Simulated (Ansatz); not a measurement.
## Ansatz (development build ahead of 0.2.0) run

```yaml
crystal:
  periodic: [false, false, false]
  atoms:
    - { symbol: O, position_ang: [0.01002, -0.02393, -1.14423] }
    - { symbol: C, position_ang: [0.02714, 0.0007, 0.01276] }
    - { symbol: O, position_ang: [0.01291, -0.02689, 1.1625] }
basis:
  gaussian: { orbitals: def2-SVP }
magnetization:
  spin_polarized: true
  initial_magnetization: 2
hamiltonian:
  xc: hf
output:
  forces: true
```

The input is written out in the form of the current development build from the run's settings.

The run gave:

* Converged: yes
* Total energy: -187.21000 hartree
* Spin squared of the determinant: 2.023
* Stability test: minimum

Forces (eV/Å):
```csv
atom,Fx,Fy,Fz
O1,-1.477,-2.429,-9.076
C2,2.940,4.896,0.009
O3,-1.463,-2.467,9.067
```

Caution: another spin multiplicity may lie lower.
